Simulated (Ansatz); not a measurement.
Consider the isomerisation: `CC(O)F` → `COCF`.

Calculated with Ansatz (gas phase, PBE0-D4/def2-TZVP geometries, no zero-point term in ΔE). CBS: MP2 limit from def2 TZ/QZ plus the TZ coupled-cluster correction, frozen cores. Each species was taken in one conformer, which may not be the lowest.

**Question.** Is it downhill or uphill in electronic energy at CCSD(T)/CBS, and by how much? (Estimate.)

**Answer.** Ansatz gave: Uphill: ΔE = +68.7 kJ/mol.

**Question.** What do these levels give: MP2/def2-SVP, CCSD/def2-SVP, CCSD/def2-TZVPP, HF/def2-QZVPP, MP2/def2-QZVPP, SCS-MP2/def2-QZVPP? (Estimate.)

**Answer.** Computed: MP2/def2-SVP 69.5, CCSD/def2-SVP 64.5, CCSD/def2-TZVPP 65.7, HF/def2-QZVPP 59.3, MP2/def2-QZVPP 71.1, SCS-MP2/def2-QZVPP 66.3 kJ/mol.

Largest T1 diagnostic among the species: 0.011.

At CCSD(T), def2-SVP lies −4.1 kJ/mol from the extrapolated value and def2-TZVPP −3.0 kJ/mol. From BLYP to BHLYP (50 % exact exchange), in def2-TZVPP and without D4, ΔE moves by +4.8 kJ/mol.
